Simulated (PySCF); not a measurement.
Species: C4H8O2.
Numbering: `[CH3:1][CH:2]([CH3:3])[C:4](=[O:5])[OH:6]`

Structure used (GFN2-xTB), in Å, numbered top down from 1:
```xyz
14
C4H8O2 angstrom
C     -1.4824    0.5345    0.1373
C     -0.1424    0.0319   -0.3903
C      0.0420   -1.4619   -0.1001
C      0.9967    0.7676    0.2819
O      1.0128    1.1560    1.4179
O      2.0434    0.9188   -0.5428
H     -2.2965   -0.0488   -0.2849
H     -1.6296    1.5796   -0.1240
H     -1.5078    0.4460    1.2204
H     -0.0628    0.1993   -1.4679
H      0.9966   -1.8141   -0.4842
H     -0.7546   -2.0302   -0.5738
H      0.0079   -1.6394    0.9725
H      2.7760    1.3602   -0.0841
```

Level of theory: delta-SCF UKS SCAN, pcX-2 on the ionised atom, pcseg-1 elsewhere, spin-free X2C (PySCF 2.14.0). These are vertical core ionisation energies against the vacuum level, from separate self-consistent calculations with and without the core hole.

Some binding energies are withheld.

| atom(s) | bonded to | level | binding energy (eV) |
| --- | --- | --- | --- |
| C1/C3 | C and 3 H | C 1s | ? |
| C2 | 3 C and H | C 1s | 291.18 |
| C4 | O (double bond), O and C | C 1s | ? |
| O5 | C (double bond) | O 1s | 537.80 |
| O6 | C and H | O 1s | 539.96 |

**Question.** What is the C 1s binding energy of C1/C3?

**Answer.** 290.66 eV (methyl carbon). The other listed C 1s value is that of C2; the shift against it is -0.52 eV.

**Question.** What is the C 1s binding energy of C4?

**Answer.** 294.70 eV (carboxylic acid carbon). The other listed C 1s value is that of C2; the shift against it is +3.52 eV.

Lowest listed C 1s: C1/C3, bonded to C and 3 H. Highest, 4.04 eV above it: C4, bonded to O (double bond), O and C. The widest gap between neighbouring values is 3.52 eV, between 291.18 and 294.70 eV. Summing the Pauling electronegativity differences to the bonded atoms, each weighted by its formal bond order, gives -1.05 for the lowest site and +2.67 for the highest; no listed site has a larger sum than the highest.

**Question.** Which photon energy gives electrons from O 1s of O6 a kinetic energy of 150 eV, and what is their de Broglie wavelength?

**Answer.** hν = 539.96 + 150 = 689.96 eV, recoil neglected; λ = 12.264 Å/√(E/eV) = 1.00 Å.

Topologically equivalent atoms share the value of their first member; where this conformer doesn't relate them by symmetry, their own values could differ. One conformer (not necessarily the lowest) at the GFN2-xTB geometry, without solvent, vibrations or thermal averaging.

Time: 34 s wall. Hardware: one thread of an x86-64 server, on a shared host.
